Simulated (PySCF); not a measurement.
## CF and its ions

PBE0; PySCF, no relativity, basis sets C def2-TZVPPD, F def2-TZVPPD. Neutral (UKS): doublet (π ↑), Re = 1.269 Å, ωe = 1334 cm⁻¹, De = 5.83 eV, HOMO -6.26 eV, LUMO -2.77 eV.

CF⁺ (UKS): singlet (closed shell), Re = 1.153 Å, ωe = 1815 cm⁻¹, De = 7.98 eV to C⁺ + F. The energies at the minima are -137.69669 hartree for CF and -137.35256 for CF⁺.

Work out the adiabatic ionisation energy, without and with harmonic zero-point energies (1 hartree = 27.2114 eV, 1 eV = 8065.5 cm⁻¹), and the change of the bond length.

At PBE0: 0.34413 hartree = 9.364 eV between the minima; the zero-point term (1815.0 − 1334.0)/2 cm⁻¹ = +0.030 eV makes it 9.394 eV. Re changes by -11.6 pm against the neutral. The electron leaves a π orbital, and the shorter bond of the ion fits an antibonding orbital, or a change in how ionic the bond is.

CF⁻ (UKS): triplet (π ↑↑), Re = 1.434 Å, ωe = 824 cm⁻¹, De = 2.99 eV to C + F⁻. The energies at the minima are -137.69669 hartree for CF and -137.71165 for CF⁻.

Work out the adiabatic electron affinity, without and with harmonic zero-point energies (1 hartree = 27.2114 eV, 1 eV = 8065.5 cm⁻¹), and the change of the bond length.

At PBE0: 0.01496 hartree = 0.407 eV between the minima; the zero-point term (1334.0 − 824.0)/2 cm⁻¹ = +0.032 eV makes it 0.439 eV. Re changes by +16.5 pm against the neutral. The electron enters a π orbital, and the longer bond of the ion fits an antibonding orbital, or a change in how ionic the bond is.

For an ion De counts to the pair picked by the measured ionisation energies or electron affinities, which need not be the lowest pair at this level. The highest Kohn–Sham level is positive in this anion. Much of that is self-interaction error, but it also means that the finite basis helps to hold the extra electron. States were picked by a PBE0 search and need not be the measured ground states.
